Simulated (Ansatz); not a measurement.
Results of revPBE (plane waves, PAW; Ansatz, an electronic-structure program) for bcc Rb.

Excerpt of the program's output:

```
Crystal: 1 atoms, lattice volume = 93.273 Å³
Basis set: ecut = 520 eV, 2491 PW (Γ), exchange–correlation on 80×80×80 points (8 copies of the dense FFT grid, shifted against one another)
Bands: 9, of which v1, the nominal top of the filled ones, is band 5 counted from 1 (4 counted from 0)
Symmetry: 48 space group operations
Space group: Im-3m (ITA 229), of the structure as read, at distance tolerance 4.5e-5 Å
k-points: 104 of 2744
Functional: x = revpbe(κ = 1.245, μ = 0.2195149727645171), c = pbe(β = 0.06672455060314922)
SCF iter   1: F=—  HF=-3272.194753 eV  |F-HF|=—  |Δ(HF+E_count)|=         —  Δρ=7.88e-4  dr2=3.31e-4
SCF iter   2: F=—  HF=-3272.195746 eV  |F-HF|=—  |Δ(HF+E_count)|=   9.94e-4  Δρ=5.26e-4  dr2=1.52e-4
  ...
SCF iter   8: F=—  HF=-3272.195914 eV  |F-HF|=—  |Δ(HF+E_count)|=  1.12e-10  Δρ=1.02e-6  dr2=8.51e-10
SCF iter   9: F=-3272.195914 eV  HF=-3272.195914 eV  |F-HF|=2.73e-12  |Δ(HF+E_count)|=  3.55e-11  Δρ=1.18e-7  dr2=1.66e-11
SCF 1 converged in 9 iterations: F = -3272.195914 eV  dr2 = 1.66e-11
SCF converged after 9 iterations
Free energy (F): -3272.195914 eV
Internal energy: -3272.188217 eV  (E = F + TS)
E sigma→0 (E₀):  -3272.192065 eV
Fermi energy:    1.951000 eV
--- Stress (GPa, compression-positive) ---
        0.165345      -0.000000       0.000000
        0.000000       0.165345       0.000000
       -0.000000      -0.000000       0.165345
  P = ⅓ Tr σ = 0.1653 GPa (1.653 kbar)
```

Problem. Write an input file that could have produced this run (the log leaves some choices open).

Solution. One answer among several that fit: 
Ansatz 0.2 input:
```yaml
crystal:
  lattice:
    - [-2.8569255833, 2.8569255833, 2.8569255833]
    - [2.8569255833, -2.8569255833, 2.8569255833]
    - [2.8569255833, 2.8569255833, -2.8569255833]
  atoms:
    - { symbol: Rb, position: [0.0, 0.0, 0.0] }
basis:
  ecutwfc: 520
  ecutrho_ratio: 4
  xc_grid: 2
kpoints:
  mp_grid: { grid: [14, 14, 14] }
hamiltonian:
  xc: revpbe
  dispersion: none
  pseudopotentials: { kind: paw }
scf:
  occupations: { method: fermi_dirac, width: 0.05 }
  convergence: { dr2_threshold: 0.0000000001 }
output:
  forces: false
  stress: true
  eigenvalues: true
```

The cell is one volume of an energy–volume scan, off the minimum.

The PAW data were made under PBE.
